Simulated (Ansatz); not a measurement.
Compare A (`C=C=NC`) with its isomer B (`CC1=CN1`).

Program: Ansatz. Geometries: PBE0-D4/def2-TZVP. ΔE: electronic, gas phase. CCSD(T)/CBS adds triple-zeta CCSD(T) − MP2 to the extrapolated MP2 energy (def2 sets, frozen cores). DFT in def2-TZVPP. B3LYP here is the variant with VWN-RPA as its local correlation; programs differ in this.

A:

```xyz
9

C     0.9380   -1.6849    0.4535
C     0.2175   -0.5944    0.5088
N    -0.4648    0.3974    0.6383
C    -0.7293    1.3454   -0.4229
H     0.4810   -2.6281    0.1868
H     1.9951   -1.6533    0.6803
H    -1.8088    1.4148   -0.5689
H    -0.2504    1.0734   -1.3683
H    -0.3784    2.3297   -0.1077
```

B:

```xyz
9

C    -0.4207    0.2692    1.1932
C    -0.0257   -0.1202   -0.1542
C    -0.1136   -0.6521   -1.3061
N     1.2584   -0.1557   -0.9257
H     0.2506   -0.1996    1.9196
H    -0.3332    1.3520    1.3247
H    -1.4475   -0.0304    1.4059
H    -0.5587   -1.2264   -2.0964
H     1.3902    0.7630   -1.3608
```

(1) Which is lower in electronic energy at CCSD(T)/CBS, and by how much? (Best estimate.)

(2) Give E(B) − E(A) in kJ/mol with B3LYP, BLYP-D4, PBE-D4, PBE0-D4, B2PLYP, LDA (SPW92), HF/def2-TZVPP. (An estimate is asked.)

(3) Does the order hold for the free energy at 298.15 K (harmonic terms from PBE0-D4)? (Best estimate.)

Largest T1 diagnostic: 0.014.

Answers

(1) Computed: A, by 168.5 kJ/mol.

(2) Computed: B3LYP 194.0, BLYP-D4 196.1, PBE-D4 176.8, PBE0-D4 174.1, B2PLYP 187.6, LDA (SPW92) 172.8, HF/def2-TZVPP 203.9. None reverses the order clearly.

(3) Ansatz gave: Yes: G(B) − G(A) = +169.2 kJ/mol.

Leaving LDA and LC-ωPBE aside and taking each functional with its dispersion term where it has one, the values, not all of them listed here, spread over 24.7 kJ/mol, from ωB97X-V to BLYP-D4. LDA lies −4.6 kJ/mol from PBE without D4. From r2SCAN to r2SCAN0 (25 % exact exchange), in def2-TZVPP and without D4, E(B) − E(A) moves by −5.0 kJ/mol.
